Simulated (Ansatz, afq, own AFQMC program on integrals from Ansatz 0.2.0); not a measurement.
BNH2, triplet in cc-pVDZ, levels against CCSDT(Q)

```tsv
atom	x (Å)	y (Å)	z (Å)
B	0.0000	0.0000	0.9422
N	0.0000	0.0000	-0.5648
H	0.0000	-0.8409	-1.1283
H	0.0000	0.8409	-1.1283
```

Connectivity, by distances: B–NH2.

Basis cc-pVDZ. Noble-gas cores (and the filled d shells of Ga–Kr and In–Xe) are frozen. AFQMC by an in-house program on the Cholesky factors that Ansatz 0.2.0 writes for its CCSD(T) run. The CISD trial takes its coefficients from CCSD amplitudes. Released means that phaseless walkers are propagated on without the constraint, phases kept. Free projection: walkers drawn from exp(T), propagated without any constraint. Its projection time is finite, and what remains of the start isn't in its error. Error bars are statistical, one sigma.

Determinant: UHF, the one that the program's search chose, which needn't be the lowest solution. The geometry is a point of a scan.

No full CI on the walks' own integrals is used here; CCSDT(Q) serves as the reference and is uncertain by about the last step of the cluster series.

Cautions: lower spins were not checked.

* T1 diagnostic: 0.0208
* weight of the determinant in the CISD state: 0.907
* ⟨S²⟩ of the determinant: 2.022
* size of the correlated space: 10 electrons in 36 orbitals

Reference: CCSDT(Q), correlation energy -6.549 eV. The released energy is read at 2.40 1/Eh (meV from the phaseless value at times in 1/Eh: -26 ± 15 at 0.24, -26 ± 11 at 0.51, -18 ± 11 at 0.99, -14 ± 13 at 1.62, -21 ± 15 at 2.40).

| level | E − E(reference) (kcal/mol) | share of correlation (%) |
| --- | --- | --- |
| HF | 151.01 | 0.00 |
| MP2 | 16.91 | 88.81 |
| CCSD | 5.28 | 96.50 |
| CCSD(T) | 0.89 | 99.41 |
| CCSDT | 0.40 | 99.74 |
| ph-AFQMC/CISD | 0.38 ± 0.33 | 99.75 |
| released AFQMC | -0.11 ± 0.35 | 100.07 |
| free AFQMC | 0.03 ± 0.26 | 99.98 |

Free projections are given only where their last times agree within the noise and don't stop above the reference; a slow remainder of the start can still hide under it. A walk keeps the symmetry of its determinant, which the program's search chose and which needn't be the lowest solution, so a lower state of the same spin and another symmetry isn't excluded. Released energies are given only where the last usable release times agree within the noise; a slower fall can still hide under it.
